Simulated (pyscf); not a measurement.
This saddle point was located with ωB97X-D3(BJ)/def2-SVP in PySCF.

```
O
Si 1 1.6304
F 2 1.6294 1 103.26
Si 1 1.6785 2 135.28 3 161.56
H 2 1.4679 3 101.67 1 -127.50
H 4 1.4855 1 106.59 2 175.37
H 4 1.4865 6 109.83 1 119.93
H 4 1.4881 6 109.63 7 121.34
F 2 1.9531 5 88.81 3 155.99
H 9 1.2143 2 63.76 5 -124.03
H 10 0.9651 9 147.44 2 1.81
```

Surface: singlet, charge 0. Lowest wavenumbers (cm⁻¹): 1045i, 69, 113, 162, 213.

Which two sides does it connect, and which bonds change?

F–SiH₂–O–SiH₃ + HF ⇌ F–SiH(F)–O–SiH₃ + H₂, a four-centre exchange read from left to right: H–Si, F–H broken and F–Si, H–H formed. At ωB97M-D3(BJ)/def2-TZVP it lies +24.3 kcal/mol from the left side and +59.4 kcal/mol from the right (each side as separated species at their lowest minima found). The same reactants have a lower exit, to F–SiH₂–F + HO–SiH₃ (barrier +12.9 kcal/mol at ωB97M-D3(BJ)/def2-TZVP, against +24.3 kcal/mol here). This is the saddle that the search found; another between the same sides may lie lower.
